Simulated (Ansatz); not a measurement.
The input, for Ansatz 0.2.0:

```yaml
crystal:
  periodic: [false, false, false]
  atoms:
    - {symbol: Ge, position_ang: [-0.919248, 0.000000, 0.000000]}
    - {symbol: H, position_ang: [-1.430698, 1.446599, 0.000000]}
    - {symbol: H, position_ang: [-1.430698, -0.723300, 1.252792]}
    - {symbol: H, position_ang: [-1.430698, -0.723299, -1.252792]}
    - {symbol: H, position_ang: [1.053752, 0.000000, 0.000000]}
    - {symbol: Si, position_ang: [2.493752, 0.000000, 0.000000]}
basis:
  gaussian: {orbitals: cc-pVDZ}
magnetization: {spin_polarized: true, initial_magnetization: 2}
hamiltonian: {xc: {name: B2PLYP}}
correlation: {electrons: outside_noble_gas}
```

```sh
$ ansatz run in.yaml --threads 1 --pin off --events-out ev --progress --plain --max-ram 2393MiB
```

Task: Roughly how long does this take on 1 thread of AMD EPYC 9R05, shared host, and how much host memory?

Result: 2.8 s wall and 0.19 GiB.

```
684 factors; integrals over basis functions are off by at most 1.1e-3 eV
mean field evaluation 1: about -64437.9127 eV, gradient 6.1e0 eV
mean field evaluation 2: about -64437.9145 eV, gradient 6.1e0 eV
mean field evaluation 4: about -64438.4186 eV, gradient 9.0e-1 eV
mean field evaluation 8: about -64438.4307 eV, gradient 2.4e-2 eV
mean field evaluation 16: about -64438.4307 eV, gradient 1.8e-4 eV
mean field evaluation 32: about -64438.5473 eV, gradient 2.0e-6 eV
mean field -64438.54732720 eV, -2368.0729362586 hartree, gradient 2.0e-6 eV, S^2 2.029003; 4 other end points of the search recorded, 0 dependent functions left out
19 core orbitals not correlated: weight in the atoms' cores, before any rotation towards them, 0.999 or more for the frozen orbitals, at most 0.001 for the correlated occupied ones
reference -64438.54747527 eV, -2368.0729417000 hartree; 7, 5 occupied and 39, 41 virtual orbitals, 684 factors
second order -6.08684305 eV of doubles, -0.00000000 eV of singles
Total energy: -64440.19092290 eV, -2368.1333372862 hartree
```
